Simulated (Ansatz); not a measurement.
# BClH3N: one species, many methods

How much do the methods differ for BClH3N? The plan is to run it at one geometry with functionals of several rungs and with coupled cluster. The yardstick is the atomisation energy at the CCSD(T) limit.

Method: functionals in def2-TZVPP, the program's frozen cores in correlated methods; program: Ansatz 0.2.0, Gaussian basis.

Plan: LDA (SPW92), PBE-D4, revPBE-D4, BLYP-D4, r2SCAN-D4, B97M-V, PBE0-D4, B3LYP-D4, r2SCANh-D4, r2SCAN0-D4, HSE06-D4, BHLYP-D4, CAM-B3LYP-D4, LC-ωPBE, ωB97X-V, ωB97M-V, B2PLYP, PBE-QIDH; CCSD(T)/def2-SVP; CCSD(T)/def2-TZVPP; MP2/def2-QZVPP; extrapolation to the limit; RPA on PBE.

### 1 Structure used throughout

All runs share one geometry, relaxed beforehand with PBE0-D4 in a triple-zeta def2 set.

SMILES `NBCl`, 6 atoms, charge 0, spin multiplicity 1.

Atoms are counted from 1 here; the program's logs count them from 0.

Bond lengths: N1–B2 1.383 Å, N1–H4 1.005 Å, N1–H5 1.006 Å, B2–Cl3 1.768 Å, B2–H6 1.191 Å. Angles: B2–N1–H4 122.2°, B2–N1–H5 123.2°, H4–N1–H5 114.7°, N1–B2–Cl3 119.7°, N1–B2–H6 121.5°, Cl3–B2–H6 118.8°.

### 2 LDA

This LDA is Slater exchange with PW92 correlation.

File in.yaml:

```yaml
crystal:
  periodic: [false, false, false]
  atoms:
    - {symbol: N, position_ang: [-0.395633, -0.007793, -0.658008]}
    - {symbol: B, position_ang: [0.369619, -0.158857, 0.483652]}
    - {symbol: Cl, position_ang: [0.529901, 1.189336, 1.615967]}
    - {symbol: H, position_ang: [-0.511808, -0.749259, -1.326593]}
    - {symbol: H, position_ang: [-0.878633, 0.844504, -0.888194]}
    - {symbol: H, position_ang: [0.928754, -1.181932, 0.727075]}
basis:
  gaussian: {orbitals: def2-TZVPP}
hamiltonian: {xc: lda}
output: {orbitals: {seedname: orbitals}}
```

The runs that follow: PBE-D4 (GGA); revPBE-D4 (GGA); BLYP-D4 (GGA); r2SCAN-D4 (meta-GGA); B97M-V (meta-GGA); PBE0-D4 (hybrid); B3LYP-D4 (hybrid); r2SCANh-D4 (hybrid); r2SCAN0-D4 (hybrid); HSE06-D4 (hybrid); BHLYP-D4 (hybrid); CAM-B3LYP-D4 (range-separated); LC-ωPBE-D4 (range-separated); ωB97X-V (range-separated); ωB97M-V (range-separated); B2PLYP (double hybrid); PBE-QIDH (double hybrid); CCSD(T) in def2-SVP; CCSD(T) in def2-TZVPP; MP2 in def2-QZVPP; RPA on PBE orbitals.

Q: Predict the results of all the runs planned. Wanted: atomisation energy, CCSD(T)/CBS; farthest beyond LDA; mean size of error, GGA; mean size of error, meta-GGA; mean size of error, hybrid; mean size of error, range-separated; mean size of error, double hybrid; gap, smallest and largest; T1 diagnostic.

The runs gave:

| quantity | value |
| --- | --- |
| atomisation energy, CCSD(T)/CBS | 2154.7 kJ/mol |
| functionals within 10.8 kJ/mol (0.5 %) | revPBE-D4, r2SCANh-D4, LC-ωPBE, B2PLYP, PBE-QIDH |
| farthest beyond LDA | PBE-D4 (+59.1 kJ/mol) |
| mean size of error, GGA | 26.3 kJ/mol |
| mean size of error, meta-GGA | 19.8 kJ/mol |
| mean size of error, hybrid | 20.1 kJ/mol |
| mean size of error, range-separated | 18.7 kJ/mol |
| mean size of error, double hybrid | 3.6 kJ/mol |
| gap, smallest and largest | 6.17 eV (LDA (SPW92)), 13.72 eV (LC-ωPBE) |
| T1 diagnostic | 0.0111 |
| triples share of the correlation energy | 3.8 % |

What this shows: The LDA atomisation energy is off by 314.9 kJ/mol (15 %): it overbinds. PBE-D4 misses by +59.1 kJ/mol. Double hybrids carry the basis error of their MP2 part in triple zeta, and no dispersion term here, so their miss is partly the set-up's. Taken by rung, double hybrid functionals do best (3.6 kJ/mol on average) and GGA ones worst beyond LDA (26.3 kJ/mol). The reference freezes the cores and leaves out relativity and excitations past (T), so misses under about 10.8 kJ/mol can't be ranked. Hartree-Fock recovers 74 % of the binding; the rest is correlation. CCSD(T) in def2-SVP is off by -117.3 kJ/mol, more than most functionals: a good method in a small basis is no reference. The gap grows from 6.2 to 13.7 eV across the functionals, mostly with the share of exact exchange.
